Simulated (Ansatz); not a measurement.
**C₂H₅B (SMILES B=CC): functionals against CCSD(T) at one geometry**

A test off equilibrium: a structure displaced at random from a GFN2-xTB minimum is computed at several levels, and each is set against CCSD(T).

Computed with Ansatz 0.2.0, Gaussian basis. Level: single points in def2-TZVPP.

Cores are frozen in the correlated methods. B3LYP uses VWN-RPA correlation.

**1. The starting structure**

8 atoms, charge 0, spin multiplicity 1.

Atoms are counted from 1 here; the program's logs count them from 0.

Bond lengths: B1–C2 1.391 Å, B1–H4 1.151 Å, C2–C3 1.506 Å, C2–H5 1.097 Å, C3–H6 0.973 Å, C3–H7 1.129 Å, C3–H8 1.178 Å. Angles: C2–B1–H4 178.3°, B1–C2–C3 133.5°, B1–C2–H5 114.8°, C3–C2–H5 111.5°, C2–C3–H6 113.6°, C2–C3–H7 110.2°, C2–C3–H8 105.7°, H6–C3–H7 109.3°, H6–C3–H8 109.1°, H7–C3–H8 108.7°.

Geometry (Å):

```xyz
8
charge 0, multiplicity 1
B    -0.8379   -0.1373   -1.4248
C    -0.0357    0.3865   -0.4158
C     0.4049   -0.1255    0.9307
H    -1.4798   -0.5581   -2.2826
H     0.3239    1.4066   -0.5959
H     0.1145    0.4315    1.6742
H     1.5290   -0.2309    0.9592
H    -0.0779   -1.1951    1.0381
```

**2. CCSD(T)/def2-TZVPP**

run/in.yaml

```yaml
crystal:
  periodic: [false, false, false]
  atoms:
    - {symbol: B, position_ang: [-0.837900, -0.137300, -1.424800]}
    - {symbol: C, position_ang: [-0.035700, 0.386500, -0.415800]}
    - {symbol: C, position_ang: [0.404900, -0.125500, 0.930700]}
    - {symbol: H, position_ang: [-1.479800, -0.558100, -2.282600]}
    - {symbol: H, position_ang: [0.323900, 1.406600, -0.595900]}
    - {symbol: H, position_ang: [0.114500, 0.431500, 1.674200]}
    - {symbol: H, position_ang: [1.529000, -0.230900, 0.959200]}
    - {symbol: H, position_ang: [-0.077900, -1.195100, 1.038100]}
basis:
  gaussian: {orbitals: def2-TZVPP}
correlation: {method: ccsd_t}
output: {forces: true}
```

The command line of these runs was not kept.

**3. PBE0-D4/def2-TZVPP**

run/in.yaml, as its differences from that of step 2:

```diff
@@ -13,3 +13,3 @@
   gaussian: {orbitals: def2-TZVPP}
-correlation: {method: ccsd_t}
-output: {forces: true}
+hamiltonian: {xc: pbe0, dispersion: d4}
+output: {forces: true, orbitals: {seedname: orbitals}}
```

**4. wB97M-V/def2-TZVPP**

run/in.yaml, as its differences from that of step 3:

```diff
@@ -13,3 +13,3 @@
   gaussian: {orbitals: def2-TZVPP}
-hamiltonian: {xc: pbe0, dispersion: d4}
-output: {forces: true, orbitals: {seedname: orbitals}}
+hamiltonian: {xc: {name: wB97M-V}}
+output: {forces: true}
```

**5. r2SCAN-D4/def2-TZVPP**

run/in.yaml, as its differences from that of step 4:

```diff
@@ -13,3 +13,3 @@
   gaussian: {orbitals: def2-TZVPP}
-hamiltonian: {xc: {name: wB97M-V}}
+hamiltonian: {xc: r2scan, dispersion: d4}
 output: {forces: true}
```

**6. PBE-D4/def2-TZVPP**

run/in.yaml, as its differences from that of step 5:

```diff
@@ -13,3 +13,3 @@
   gaussian: {orbitals: def2-TZVPP}
-hamiltonian: {xc: r2scan, dispersion: d4}
+hamiltonian: {xc: pbe, dispersion: d4}
 output: {forces: true}
```

**7. B3LYP-D4/def2-TZVPP**

run/in.yaml, as its differences from that of step 6:

```diff
@@ -13,3 +13,3 @@
   gaussian: {orbitals: def2-TZVPP}
-hamiltonian: {xc: pbe, dispersion: d4}
+hamiltonian: {xc: {name: B3LYP}, dispersion: d4}
 output: {forces: true}
```

**8. r2SCAN0-D4/def2-TZVPP**

run/in.yaml, as its differences from that of step 7:

```diff
@@ -13,3 +13,3 @@
   gaussian: {orbitals: def2-TZVPP}
-hamiltonian: {xc: {name: B3LYP}, dispersion: d4}
+hamiltonian: {xc: {name: r2SCAN0}, dispersion: d4}
 output: {forces: true}
```

(Steps that only read results are left out.)

What does the calculation give? Wanted: energy less free atoms, CCSD(T)/def2-TZVPP; RMS force component; RMS force error; HOMO and LUMO, PBE0-D4; T1 diagnostic.

The runs gave:

| quantity | value |
| --- | --- |
| energy less free atoms, CCSD(T)/def2-TZVPP | -693.0 kcal/mol |
| RMS force component | 1.941 to 1.989 eV/Å over the methods |
| RMS force error | PBE0-D4 0.190, wB97M-V 0.194, r2SCAN-D4 0.165, PBE-D4 0.192, B3LYP-D4 0.171, r2SCAN0-D4 0.207 eV/Å |
| HOMO and LUMO, PBE0-D4 | -6.26 and -1.43 eV |
| T1 diagnostic | 0.013 |

Against CCSD(T) the functionals' energies less atoms differ by -33.3 to -14.3 kcal/mol, PBE-D4 by -33.3 kcal/mol. CCSD(T) in triple zeta still lacks some correlation energy of the bonds, so part of these gaps is its own basis error and they don't rank the functionals. The forces of r2SCAN-D4 come nearest to CCSD(T), those of r2SCAN0-D4 are farthest. Frozen-core CCSD(T) forces in triple zeta carry basis errors of their own, and this is one geometry, so small gaps rank nothing.
